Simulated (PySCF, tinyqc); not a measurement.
Inside a calculation. Method: CCSD on RHF in the sto-3g basis, frozen core, for HF, spin multiplicity 1. The lowest restricted solution is unstable here: a spin-polarised one lies 0.0301 hartree lower (PySCF). One step of it, computed by the program tinyqc.

Question. Iteration 1: building the Fock matrix. J_ij = sum D_kl (ij|kl), K_ij = sum D_kl (ik|jl); F = H + J - 0.5 K; E = tr D H + tr D J / 2 - 0.25 tr D K + E_nn.

D at the start:
```
,1F 1s,1F 2s,1F 2px,1F 2py,1F 2pz,2H 1s
1F 1s,2.121711,-0.513497,0.000000,0.000000,-0.008620,0.032188
1F 2s,-0.513497,2.165979,0.000000,0.000000,0.046443,-0.132792
1F 2px,0.000000,0.000000,2.000000,0.000000,0.000000,0.000000
1F 2py,0.000000,0.000000,0.000000,2.000000,0.000000,0.000000
1F 2pz,-0.008620,0.046443,0.000000,0.000000,2.045345,-0.158865
2H 1s,0.032188,-0.132792,0.000000,0.000000,-0.158865,0.020048
```

core Hamiltonian H = T + V (hartree):
```
,1F 1s,1F 2s,1F 2px,1F 2py,1F 2pz,2H 1s
1F 1s,-40.402987,-9.479623,0.000000,0.000000,-0.006460,-0.639992
1F 2s,-9.479623,-10.881144,0.000000,0.000000,-0.080734,-1.622028
1F 2px,0.000000,0.000000,-8.566285,0.000000,0.000000,0.000000
1F 2py,0.000000,0.000000,0.000000,-8.566285,0.000000,0.000000
1F 2pz,-0.006460,-0.080734,0.000000,0.000000,-8.603530,-1.204027
2H 1s,-0.639992,-1.622028,0.000000,0.000000,-1.204027,-3.847405
```

Two-electron integrals (ij|kl) in chemists' order, unique and non-zero (hartree):
```
i,j,k,l,(ij|kl)
1,1,1,1,5.403501
2,1,1,1,0.841920
2,1,2,1,0.156299
2,2,1,1,1.268028
2,2,2,1,0.292344
2,2,2,2,0.926167
3,1,3,1,0.027998
3,2,3,1,0.043169
3,2,3,2,0.204588
3,3,1,1,1.264502
3,3,2,1,0.292403
3,3,2,2,0.925959
3,3,3,3,0.997514
4,1,4,1,0.027998
4,2,4,1,0.043169
4,2,4,2,0.204588
4,3,4,3,0.053770
4,4,1,1,1.264502
4,4,2,1,0.292403
4,4,2,2,0.925959
4,4,3,3,0.889973
4,4,4,4,0.997514
5,1,5,1,0.027998
5,2,5,1,0.043169
5,2,5,2,0.204588
5,3,5,3,0.053770
5,4,5,4,0.053770
5,5,1,1,1.264502
5,5,2,1,0.292403
5,5,2,2,0.925959
5,5,3,3,0.889973
5,5,4,4,0.889973
5,5,5,5,0.997514
6,1,1,1,0.056997
6,1,2,1,0.010500
6,1,2,2,0.019547
6,1,3,3,0.019521
6,1,4,4,0.019521
6,1,5,1,0.000397
6,1,5,2,0.000754
6,1,5,5,0.019602
6,1,6,1,0.000712
6,2,1,1,0.165451
6,2,2,1,0.038748
6,2,2,2,0.139719
6,2,3,3,0.137646
6,2,4,4,0.137646
6,2,5,1,0.002576
6,2,5,2,0.021497
6,2,5,5,0.143725
6,2,6,1,0.002641
6,2,6,2,0.027553
6,3,3,1,0.003795
6,3,3,2,0.023514
6,3,5,3,0.004353
6,3,6,3,0.003849
6,4,4,1,0.003795
6,4,4,2,0.023514
6,4,5,4,0.004353
6,4,6,4,0.003849
6,5,1,1,0.121722
6,5,2,1,0.028847
6,5,2,2,0.111569
6,5,3,3,0.107098
6,5,4,4,0.107098
6,5,5,1,0.005423
6,5,5,2,0.039289
6,5,5,5,0.120384
6,5,6,1,0.002032
6,5,6,2,0.027155
6,5,6,5,0.030491
6,6,1,1,0.375575
6,6,2,1,0.089339
6,6,2,2,0.372461
6,6,3,3,0.362471
6,6,4,4,0.362471
6,6,5,1,0.006163
6,6,5,2,0.073986
6,6,5,5,0.392219
6,6,6,1,0.006100
6,6,6,2,0.101500
6,6,6,5,0.117695
6,6,6,6,0.774606
```

nuclear repulsion = 3.40185350 hartree

Give: Coulomb J; exchange K; Fock matrix F; total energy of this density.

Answer.

Coulomb J (hartree):
```
,1F 1s,1F 2s,1F 2px,1F 2py,1F 2pz,2H 1s
1F 1s,20.9195,4.0097,0.0000,0.0000,0.0013,0.2695
1F 2s,4.0097,9.9301,0.0000,0.0000,0.0016,1.4466
1F 2px,0.0000,0.0000,9.9214,0.0000,0.0000,0.0000
1F 2py,0.0000,0.0000,0.0000,9.9214,0.0000,0.0000
1F 2pz,0.0013,0.0016,0.0000,0.0000,9.9211,1.1341
2H 1s,0.2695,1.4466,0.0000,0.0000,1.1341,3.7223
```

exchange K (hartree):
```
,1F 1s,1F 2s,1F 2px,1F 2py,1F 2pz,2H 1s
1F 1s,11.1086,1.9465,0.0000,0.0000,0.0005,0.1399
1F 2s,1.9465,3.2334,0.0000,0.0000,0.0044,0.4111
1F 2px,0.0000,0.0000,2.6634,0.0000,0.0000,0.0000
1F 2py,0.0000,0.0000,0.0000,2.6634,0.0000,0.0000
1F 2pz,0.0005,0.0044,0.0000,0.0000,2.6658,0.2397
2H 1s,0.1399,0.4111,0.0000,0.0000,0.2397,0.0903
```

Fock matrix F (hartree):
```
,1F 1s,1F 2s,1F 2px,1F 2py,1F 2pz,2H 1s
1F 1s,-25.0378,-6.4432,0.0000,0.0000,-0.0054,-0.4404
1F 2s,-6.4432,-2.5677,0.0000,0.0000,-0.0813,-0.3810
1F 2px,0.0000,0.0000,0.0234,0.0000,0.0000,0.0000
1F 2py,0.0000,0.0000,0.0000,0.0234,0.0000,0.0000
1F 2pz,-0.0054,-0.0813,0.0000,0.0000,-0.0154,-0.1898
2H 1s,-0.4404,-0.3810,0.0000,0.0000,-0.1898,-0.1703
```

total energy of this density = -97.905070 hartree
